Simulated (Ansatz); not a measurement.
Reaction: CCl4 (SMILES ClC(Cl)(Cl)Cl) → CCl3 (SMILES [C](Cl)(Cl)Cl, doublet) + Cl (doublet) (the C-Cl bond breaks)
Each species at its own B3LYP-D3(BJ)/def2-TZVP minimum (Ansatz, a quantum-chemistry and plane-wave program).

Wanted: bond dissociation energy (electronic), in kJ/mol. UHF or UKS for unpaired electrons; spin-orbit terms are left out. CBS(X,Y): correlation extrapolated as X^-3, Hartree-Fock from the larger set. A bracket is a step between two methods taken in the basis named. The functionals are non-relativistic, so their misses hold any scalar relativity. Double hybrids freeze cores in their MP2 part. '+ core + X2C': CCSD(T) terms for core correlation (cc-pwCVTZ, 1s frozen past Ne) and scalar relativity (cc-pVTZ-DK).

CCSD(T)/CBS(cc-pV(T+d)Z,cc-pV(Q+d)Z) + [CCSDT(Q) - CCSD(T)]/cc-pV(D+d)Z + core + X2C (Ansatz) gives 293.6 kJ/mol.

Task: How far off this value is PBE/def2-TZVPD (Ansatz), in which direction, and which of these levels come nearer: r2SCAN/def2-TZVPD, B3LYP/def2-TZVPD, PBE0/def2-TZVPD, wB97M-V/def2-TZVPD, B2PLYP/def2-TZVPD, CCSD(T)/CBS(cc-pV(T+d)Z,cc-pV(Q+d)Z) + core + X2C?

Result: PBE gives 281.8 kJ/mol, 11.8 kJ/mol below it. Differences of the others: r2SCAN/def2-TZVPD (Ansatz) -24.7; B3LYP/def2-TZVPD (Ansatz) -44.0; PBE0/def2-TZVPD (Ansatz) -23.6; wB97M-V/def2-TZVPD (Ansatz) -1.3; B2PLYP/def2-TZVPD (Ansatz) -25.4; CCSD(T)/CBS(cc-pV(T+d)Z,cc-pV(Q+d)Z) + core + X2C (Ansatz) 0.5 kJ/mol. Nearer than PBE: wB97M-V/def2-TZVPD, CCSD(T)/CBS(cc-pV(T+d)Z,cc-pV(Q+d)Z) + core + X2C.
